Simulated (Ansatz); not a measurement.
Worked example: the enthalpy of H2O + N2H4 → H3NO + NH3

Species: H2O (water) `O`, singlet; N2H4 (hydrazine) `NN`, singlet; H3NO (hydroxylamine) `NO`, singlet; NH3 (ammonia) `N`, singlet. The partners trade H for NH2: O–H and N–NH2 bonds give way to O–NH2 and N–H.

Shapes, held fixed at every level: PBE0-D4/def2-TZVP. Flexible molecules stand in one conformer, not always the lowest. Programs: Ansatz 0.2.0. The zero-point and thermal terms to 298 K, harmonic and unscaled (PBE0-D4/def2-TZVP), stand in the table.

At wB97M-V/def2-TZVPP; 1 Eh = 2625.50 kJ/mol:

```
species  energy (Eh)  H(298 K) − E (kJ/mol)  tabulated ΔfH (kJ/mol)
    H2O   -76.433423                   66.4                  -241.8
   N2H4  -111.866725                  152.1                   +95.5
   H3NO  -131.728687                  117.8                   -43.5
    NH3   -56.551406                  100.5                   -45.6
```

Task: Work out the reaction enthalpy at 298 K from the calculation and from the table of heats.

Result: 
1. Electronic: (-131.728687) + (-56.551406) − [(-76.433423) + (-111.866725)] = 0.020055 Eh = +52.7 kJ/mol.
2. Zero-point and thermal: (117.8) + (100.5) − [(66.4) + (152.1)] = -0.2 kJ/mol.
3. Computed ΔH = +52.5 kJ/mol.
4. From the heats of formation (Active Thermochemical Tables): (-43.5) + (-45.6) − [(-241.8) + (95.5)] = +57.2 kJ/mol.
5. Computed less tabulated: -4.7 kJ/mol. Tabulated heats carry uncertainties of their own.
